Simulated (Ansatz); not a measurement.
# BClH3: the cost of one run

Computed with Ansatz 0.2.0. Level: UKS PBE0-D4/def2-SVP.

## 1. Reference run: BH3Cl radical, relaxed

input.yaml

```yaml
crystal:
  periodic: [false, false, false]
  atoms:
    - { symbol: Cl, position_ang: [-1.052814, -0.721565, -0.258894] }
    - { symbol: B, position_ang: [0.303875, 0.872801, 0.117681] }
    - { symbol: H, position_ang: [-0.61548, -2.326757, -0.274986] }
    - { symbol: H, position_ang: [0.459823, 1.018389, 1.303319] }
    - { symbol: H, position_ang: [0.904496, 1.157132, -0.887119] }
magnetization:
  spin_polarized: true
  initial_magnetization: 1
basis:
  gaussian: { orbitals: def2-SVP }
hamiltonian:
  xc: pbe0
  dispersion: d4
output:
  forces: true
relax:
  f_tol: 0.02
  max_steps: 120
  constraints: [{ distance: [0, 2] }, { distance: [0, 1] }]
  escape_saddle: false
```

Launch:

```console
$ ansatz run input.yaml --threads 1 --pin off --max-ram 2560MiB --backend cpu --events-out ev --progress --plain --runs-dir out
```

**Question.** How long does this run take on 1 thread of AMD EPYC 9R45 (Zen 5), shared host, and how much memory does it need?

About 2.8 s, with a peak of 0.13 GiB.
